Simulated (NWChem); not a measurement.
Species: hydroxide (OH anion); SMILES [OH-]

Computed with NWChem. Pople sets run with spherical d functions. All runs use the structure optimised with B3LYP/def2-SVPD. Static field.

Among these, which level gives the highest value of “anisotropy (bohr³)”?
A) CAM-B3LYP/def2-SVPD
B) CAM-B3LYP/aug-cc-pVTZ
C) CAM-B3LYP/d-aug-cc-pVDZ
D) CAM-B3LYP/6-31+G*

C, CAM-B3LYP/d-aug-cc-pVDZ. Values: CAM-B3LYP/def2-SVPD 1.9; CAM-B3LYP/6-31+G* 2.4; CAM-B3LYP/aug-cc-pVTZ 5.8; CAM-B3LYP/d-aug-cc-pVDZ 13.5
